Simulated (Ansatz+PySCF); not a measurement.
The numbers below are computed, except where a source is named.
## Several solutions for singlet NH4F in separate pieces

```xyz
6

N     0.0000    0.0000    0.0000
H     0.5945    0.5945    0.5945
H     0.5945   -0.5945   -0.5945
H    -0.5945    0.5945   -0.5945
H    -0.5945   -0.5945    0.5945
F    10.0000    0.0000    0.0000
```

Basis set: STO-3G (spherical functions). Charge 0, multiplicity 1.

RHF was run from several starts with Ansatz (development build ahead of 0.2.0) and PySCF 2.14.0.

```
run  program                                 start  converged  energy (hartree)  <S²>
  A    PySCF      guess 1e, instabilities followed        yes        -153.54103  0.00
  B   Ansatz               stability test followed        yes        -153.54103  0.00
  C    PySCF  guess huckel, instabilities followed        yes        -153.54103  0.00
  D    PySCF                      program defaults         no                 –     –
  E   Ansatz               atomic start, no search        yes        -153.54103  0.00
  F    PySCF   guess minao, instabilities followed        yes        -153.54103  0.00
  G   Ansatz           search for the lowest state        yes        -153.54103  0.00
  H    PySCF    guess atom, instabilities followed        yes        -153.54103  0.00
```

Problem. Which runs reached the lowest solution of this kind, and what is wrong with the others?

Solution. A, B, C, E, F, G, H reached the lowest solution found. Not converged: D. Caution: an unrestricted determinant lies well below (2.88 eV lower).
